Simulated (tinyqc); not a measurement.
Orbital energy against energy difference: ionisation energy by orbital energies and by energy differences in the 6-31g* basis, for LiH, spin multiplicity 1. Computed by the program tinyqc with PySCF. The cation is unrestricted; errors are against CCSD(T) in this basis, not against experiment.

Geometry (angstrom):
```
atom,x,y,z
Li,0.0000,0.0000,0.0000
H,0.0000,0.0000,1.5160
```

CCSD(T) difference in the same basis = 7.7557 eV

IP-EOM-CCSD = 7.7556 eV

First vertical ionisation energy (eV):
```
method,-e(HOMO),E(cation) - E,error of -e(HOMO),error of the difference
HF,8.2870,7.162413,0.5313,-0.5933
LDA,4.4552,8.361156,-3.3005,0.6055
PBE,4.4500,8.206649,-3.3057,0.4510
B3LYP,5.4028,8.446533,-2.3529,0.6908
PBE0,5.5355,8.164410,-2.2202,0.4087
CAM-B3LYP,6.9554,8.428545,-0.8003,0.6729
LC-wPBE,8.2684,8.242356,0.5128,0.4867
```

What does the comparison show, and why?

Koopmans errs by +0.53 eV and Delta-HF by -0.59 eV: relaxation, 1.12 eV, lowers the value and the missing correlation difference works against it. The PBE level is off by -3.3 eV through the wrong tail of its potential, though its energy difference is off by +0.45 eV; exact exchange deepens the level, and among the orbital energies LC-wPBE comes closest; among the differences PBE0 does.
